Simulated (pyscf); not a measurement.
•H₂C–Al(OH)–OH + methane (CH₄) -> H₃C–Al(OH)–OH + methyl (CH₃•), a hydrogen abstraction (doublet surface; C–H broken, C–H formed). Single points on ωB97X-D3(BJ)/def2-SVP structures (PySCF, gas phase). Energies in kJ/mol from the separated reactants.

Small-basis levels: PySCF, no dispersion term, spherical d functions. AM1 to PM7: differences of heats of formation from MOPAC, which are fitted to 298 K values and so differ in kind from electronic energies by zero-point and thermal terms. GFN2-xTB: tblite. Open shells are spin-unrestricted. 

```tsv
level	barrier	reaction energy
HF/STO-3G	128.7	+24.9
HF/6-31G*	142.3	+32.2
MP2/6-31G*	100.2	+27.2
B3LYP/LANL2DZ	73.8	+25.8
B3LYP/6-31G*	74.7	+31.9
B3LYP/6-311+G**	77.2	+27.7
PBE/def2-SVP	45.4	+25.9
B3LYP/def2-SVP	70.1	+28.3
GFN2-xTB	37.4	+40.0
AM1	62.0	+4.9
PM3	65.5	+10.1
PM7	43.4	-57.7
ωB97M-D3(BJ)/def2-TZVP	81.7	+26.2
```

Against the last row the barrier runs from -44.3 (GFN2-xTB) to +60.6 kJ/mol (HF/6-31G*). At GFN2-xTB this geometry lies under one side, so the entry may be no barrier of that level: it is a single point on another level's saddle. ωB97M-D3(BJ)/def2-TZVP has limits of its own. On the product side the descent ends in a complex (not fully relaxed), 28.9 kJ/mol under the separated species and 79.0 kJ/mol under the saddle at ωB97X-D3(BJ)/def2-TZVP. One saddle was located; it need not be the lowest between these sides. The angle at the transferred H is 177°.
